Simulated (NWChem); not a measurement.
System: Si anion, quartet

Input file for NWChem:

```
start job
memory heap 200 mb stack 900 mb global 1100 mb
charge -1
geometry units angstroms noautoz
  Si     0.000000     0.000000     0.000000
end
basis spherical
  Si library 6-31+g*
end
dft
  odft
  mult 4
  xc b3lyp
  iterations 150
  mulliken
end
task dft energy
```

Excerpt of the output:

```
             Northwest Computational Chemistry Package (NWChem) 7.3.0
             --------------------------------------------------------

                             Geometry "geometry" -> ""
                             -------------------------

 Output coordinates in angstroms (scale by  1.889725989 to convert to a.u.)

  No.       Tag          Charge          X              Y              Z
 ---- ---------------- ---------- -------------- -------------- --------------
    1 Si                  14.0000     0.00000000     0.00000000     0.00000000

 Effective nuclear repulsion energy (a.u.)       0.0000000000

                                 NWChem DFT Module
                                 -----------------

 Summary of "ao basis" -> "ao basis" (spherical)
 ------------------------------------------------------------------------------
       Tag                 Description            Shells   Functions and Types
 ---------------- ------------------------------  ------  ---------------------
 Si                         6-31+g*                 10       22   5s4p1d

            General Information
            -------------------
          SCF calculation type: DFT
          Wavefunction type:  spin polarized.
          No. of atoms     :     1
          No. of electrons :    15
           Alpha electrons :     9
            Beta electrons :     6
          Charge           :    -1
          Spin multiplicity:     4
          Use of symmetry is: off; symmetry adaption is: off
          Maximum number of iterations: 150
          AO basis - number of functions:    22
                     number of shells:    10
          Convergence on energy requested:  1.00D-06
          Convergence on density requested:  1.00D-05
          Convergence on gradient requested:  5.00D-04

              XC Information
              --------------
                         B3LYP Method XC Potential
                     Hartree-Fock (Exact) Exchange  0.200
                        Slater Exchange Functional  0.800 local
                    Becke 1988 Exchange Functional  0.720 non-local
              Lee-Yang-Parr Correlation Functional  0.810
                  VWN I RPA Correlation Functional  0.190 local

             Grid Information
             ----------------
          Grid used for XC integration:  medium
          Radial quadrature: Mura-Knowles
          Angular quadrature: Lebedev.
          Tag              B.-S. Rad. Rad. Pts. Rad. Cut. Ang. Pts.
          ---              ---------- --------- --------- ---------
          Si                  1.10       88           9.0       590
          Grid pruning is: on
          Number of quadrature shells:    88
          Spatial weights used:  Erf1

      Superposition of Atomic Density Guess
      -------------------------------------

 Sum of atomic energies:        -288.81777821

 Renormalizing density from      14.00 to     15

      Non-variational initial energy
      ------------------------------

 Total energy =    -300.649385
 1-e energy   =    -429.115879
 2-e energy   =     128.466493
 HOMO         =       0.198101
 LUMO         =       0.198101

     ---------------------------------------------
      Total Density - Mulliken Population Analysis
     ---------------------------------------------

    Atom       Charge   Shell Charges
 -----------   ------   -------------------------------------------------------
    1 Si  14    15.00   2.00  1.99  5.86  0.69  0.37  1.19 -0.70  0.13  3.47  0.00

     --------------------------------------------
      Spin Density - Mulliken Population Analysis
     --------------------------------------------

    Atom       Charge   Shell Charges
 -----------   ------   -------------------------------------------------------
    1 Si  14     3.00   0.00  0.00  0.00  0.00  0.20  0.00 -0.67  0.00  3.47  0.00

   convergence    iter        energy       DeltaE   RMS-Dens  Diis-err
 ---------------- ----- ----------------- --------- --------- ---------
 d= 0,ls=0.0,diis     1   -288.8806888531 -2.89D+02  1.43D-01  4.99D-01
                                                     4.62D-02  3.64D-01
 d= 0,ls=0.0,diis     2   -289.1786103027 -2.98D-01  5.34D-02  2.37D-01
                                                     2.94D-02  9.05D-02
 d= 0,ls=0.0,diis     3   -289.4192940654 -2.41D-01  2.48D-03  3.63D-04
                                                     3.06D-03  1.81D-04
 d= 0,ls=0.0,diis     4   -289.4195420529 -2.48D-04  1.10D-03  1.02D-04
                                                     6.48D-04  6.52D-05
 d= 0,ls=0.0,diis     5   -289.4196805476 -1.38D-04  1.25D-04  2.12D-07
                                                     1.48D-04  7.67D-07
 d= 0,ls=0.0,diis     6   -289.4196814017 -8.54D-07  1.25D-05  1.57D-08
                                                     1.15D-05  4.27D-09
 d= 0,ls=0.0,diis     7   -289.4196814155 -1.37D-08  4.74D-07  2.05D-12
                                                     3.68D-07  3.47D-12

         Total DFT energy =     -289.419681415461
      One electron energy =     -404.136102635312
           Coulomb energy =      135.712228418054
    Exchange-Corr. energy =      -20.995807198203
 Nuclear repulsion energy =        0.000000000000

 Numeric. integr. density =       15.000000052713

                    DFT Final Alpha Molecular Orbital Analysis
                    ------------------------------------------

[...]
```

Level: B3LYP/6-31+G* (spherical d), spin-unrestricted. No stability test was run on the SCF state. The highest occupied level is positive, so the extra electron may be held by the finite basis.
